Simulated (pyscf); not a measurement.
Routes from H₂B–F + H₂

Candidate steps break at most two bonds and form at most two. Each was searched with GFN2-xTB (tblite) first. Structures and frequencies: ωB97X-D3(BJ)/def2-SVP in PySCF. Energies: ωB97M-D3(BJ)/def2-TZVP, kcal/mol, from the separated reactants, singlet surface; ΔG‡ with ideal gas, 1 atm, RRHO with modes under 100 cm⁻¹ raised to 100, one conformer, R ln 2 for chiral ones without a mode under 150 cm⁻¹.

```csv
products,type,ΔE‡,ΔE,ΔG‡ 298 K,ΔG‡ 900 K,ν‡ (cm⁻¹)
H₂B–F + H₂,four-centre exchange,20.7,0.0,31.3,49.8,1166i
BH₃ + HF,four-centre exchange,39.6,+32.7,49.7,67.7,1173i
```

Row 2: On the product side the descent ends in a complex, 4.2 kcal/mol under the separated species and 11.9 kcal/mol under the saddle at ωB97X-D3(BJ)/def2-TZVP. 

Plain bond fissions and candidates not yet searched are not listed, and one of them may be faster. Each barrier is that of the saddle found; lower ones may exist.
